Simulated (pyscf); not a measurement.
# Four-centre exchange: `[Cl][Ta]([Cl])([Cl])([Cl])[Cl]` + `[OH][SiH3]` -> `[ClH]` + `[SiH3][O][Ta]([Cl])([Cl])([Cl])[Cl]`

Gas phase, singlet surface, charge 0. Bonds broken: Cl1–Ta2, O7–H9. Bonds formed: Cl1–H9, Ta2–O7. PySCF, gas phase, ωB97X-D3(BJ)/def2-SVP geometries.

Transition state (Å):

```xyz
12

Cl    -0.6148    -2.1784     1.7296
Ta    -1.8736    -0.6415    -0.0392
Cl    -0.8262    -1.9340    -1.6488
Cl    -2.5785     0.8977    -1.5498
Cl    -3.6082    -2.1129     0.1663
Cl    -2.6686     0.6163     1.7672
O     -0.0681     0.0828     0.4752
Si     0.4930     1.6431     0.8789
H      0.0849    -0.9887     1.2547
H      0.3370     1.8259     2.3434
H     -0.3166     2.6189     0.1103
H      1.9244     1.6984     0.4890
```

One imaginary mode, 846i cm⁻¹; descent along it reached the two sides named, in the forms told below.

| bond | change | reactant side (Å) | saddle | product side |
|---|---|---|---|---|
| Cl1–Ta2 | breaks | 2.326 | 2.7 | 2.9 |
| O7–H9 | breaks | 0.969 | 1.334 | 3.5 |
| Cl1–H9 | forms | 3.4 | 1.460 | 1.291 |
| Ta2–O7 | forms | 2.238 | 2.012 | 1.870 |

Electronic energies relative to the separated reactants (kcal/mol):

```csv
level,barrier,reaction energy,reverse barrier
ωB97X-D3(BJ)/def2-TZVP,-3.3,-5.2,1.9
PBE/def2-TZVP,2.6,-4.3,7.0
r²SCAN/def2-TZVP,-0.7,-5.6,4.8
B3LYP-D3(BJ)/def2-TZVP,-0.9,-7.2,6.4
PBE0-D3(BJ)/def2-TZVP,-1.0,-5.4,4.4
M06-2X/def2-TZVP,-0.9,-6.6,5.7
ωB97M-D3(BJ)/def2-TZVP,0.6,-7.4,8.0
HF/def2-TZVP,16.5,-9.5,26.0
```

With ωB97M-D3(BJ)/def2-TZVP energies and thermal terms (ideal gas, 1 atm, RRHO with modes under 100 cm⁻¹ raised to 100, one conformer, R ln 2 for chiral ones without a mode under 150 cm⁻¹), in kcal/mol:

```tsv
T (K)	ΔH‡	ΔG‡	ΔH	ΔG
298	-1.7	10.1	-8.8	-8.0
600	-1.2	21.9	-8.2	-7.4
900	-0.4	33.2	-7.8	-7.1
1200	0.5	44.3	-7.4	-6.9
```

On the reactant side the descent ends in an adduct with a O–Ta contact, 23.2 kcal/mol under the separated species and 20.0 kcal/mol under the saddle at ωB97X-D3(BJ)/def2-TZVP. On the product side the descent ends in an adduct with a Cl–Ta contact (not fully relaxed), 8.2 kcal/mol under the separated species and 10.1 kcal/mol under the saddle at ωB97X-D3(BJ)/def2-TZVP. At ωB97X-D3(BJ)/def2-TZVP, r²SCAN, B3LYP-D3(BJ), PBE0-D3(BJ), M06-2X the saddle lies under the separated reactants, which points to a path from their complex (located at ωB97X-D3(BJ) alone). What is counted as formed (O–Ta) is already present as a longer contact in the reactant adduct; forming that adduct is a step of its own. What is counted as broken (Cl–Ta) persists as a longer contact in the product adduct; parting that adduct is a step of its own. This is the saddle that the search found; another between the same sides may lie lower. Elements past Kr carry the def2 core potentials, without spin-orbit coupling.
